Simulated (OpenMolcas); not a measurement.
# AlO (oxoaluminum) at UHF/6-31++G(d,p) (RICD fitting, spherical functions, electric field -0.02 a.u., field axis y)

Aim: the vertical ionisation energy of AlO (oxoaluminum) at UHF/6-31++G** (RICD fitting, spherical functions, electric field -0.02 a.u., field axis y), from 2 runs. 

The calculation is run with OpenMolcas 26.06.

4 further runs of the same task are left out: 2 that didn't finish, 2 set aside as unsound or not needed.

## (1) Starting point

AlO: 2 atoms, total charge 0, spin state doublet. SMILES: `[O]=[Al]`. Geometry: a GFN2-xTB relaxation, a rough one for these elements and not checked as a minimum.

Bond lengths: O1–Al2 1.570 Å.

## (2) The energy at UHF/6-31++G(d,p) (RICD fitting, spherical functions, electric field -0.02 a.u., field axis y)

job.inp reads:

```
&GATEWAY
 BasLib=$CurrDir
 Coord
 2
 bohr
 O      0.00000000     0.00000000     0.00000000
 Al     0.00000000     0.00000000     2.96696450
 Basis=6-31ppGss
 Group=NoSym
 RICD

&SEWARD

&FFPT
 Dipole
 Y 0.02

&SCF
 UHF
 Spin=2
 PrOrbitals=1 2
```

The basis set 6-31++G** is read from a file made from the Basis Set Exchange's data (not shown).

Run with:

```
$ export MOLCAS_MEM=1860
$ pymolcas job.inp > job.log
```

The log of the run:

```text
--- Start Module: gateway ---
[...]
--- Stop Module: gateway /rc=_RC_ALL_IS_WELL_ ---
[...]
      Basis functions           40
[...]
--- Start Module: ffpt ---
[...]
--- Stop Module: ffpt /rc=_RC_ALL_IS_WELL_ ---
--- Start Module: scf ---
[...]
       Convergence after  41 Iterations
[...]
::    Total SCF energy                               -316.7398691670
[...]
      Total spin, S                                     0.5836463094
[...]
      Total electronic charge=   21.000000
      Total            charge=   -0.000000
[...]
      Dipole Moment (debye):
      Origin of the operator (angstrom)=    0.0000    0.0000    0.9857
                   X=  7.8094E-14               Y= -2.8959E+00               Z=  1.5282E+00           Total=  3.2744E+00
      Quadrupole Moment (debye*angstrom):
[...]
--- Stop Module: scf /rc=_RC_ALL_IS_WELL_ ---
[...]
```

Run time: 3.3 s. Hardware: 1 thread of Arm Neoverse V1, shared host.

## (3) The singlet cation, same level

job.inp reads:

```
* AlO Hartree-Fock

&GATEWAY
  BasLib=$CurrDir
  Coord
  2
  bohr
  O      0.00000000     0.00000000     0.00000000
  Al     0.00000000     0.00000000     2.96696450
  Basis=6-31ppGss
  Group=NoSym
  RICD

&SEWARD

&FFPT
  Dipole
  Y 0.02

&SCF
  Charge=1
  PrOrbitals=1 2
```

The basis set 6-31++G** is read from a file made from the Basis Set Exchange's data (not shown).

Run with:

```
$ export MOLCAS_MEM=1860
$ pymolcas job.inp > job.log
```

The log of the run:

```text
--- Start Module: gateway ---
[...]
--- Stop Module: gateway /rc=_RC_ALL_IS_WELL_ ---
[...]
      Basis functions           40
[...]
--- Start Module: ffpt ---
[...]
--- Stop Module: ffpt /rc=_RC_ALL_IS_WELL_ ---
--- Start Module: scf ---
[...]
       Convergence after  19 Iterations
[...]
::    Total SCF energy                               -316.3423995986
[...]
      Total spin, S                                     0.0000000000
[...]
      Total electronic charge=   20.000000
      Total            charge=    1.000000
[...]
      Dipole Moment (debye):
      Origin of the operator (angstrom)=    0.0000    0.0000    0.9857
                   X= -4.1490E-14               Y= -1.4298E+00               Z=  7.8670E+00           Total=  7.9959E+00
      Center of Charge (angstrom)
[...]
--- Stop Module: scf /rc=_RC_ALL_IS_WELL_ ---
[...]
```

Wall time 2.2 s (1 thread of Arm Neoverse V1, shared host).

## (4) Summary of results

At UHF/6-31++G** (RICD fitting, spherical functions, electric field -0.02 a.u., field axis y):

```
                                          quantity          value
                         doublet AlO: total energy  -316.73987 Eh
                        doublet AlO: dipole moment         3.27 D
                                 doublet AlO: ⟨S²⟩          0.924
                      singlet cation: total energy  -316.34240 Eh
                     singlet cation: HOMO–LUMO gap        9.26 eV
vertical ionisation energy (to the singlet cation)      10.816 eV
```

**Reading.** Removing an electron at fixed nuclei costs 10.82 eV (249 kcal/mol). Only the singlet of the ionised species was computed; a triplet could lie lower. ⟨S²⟩ (doublet AlO) is 0.92 where a pure doublet has 0.75: the reference is spin-contaminated.
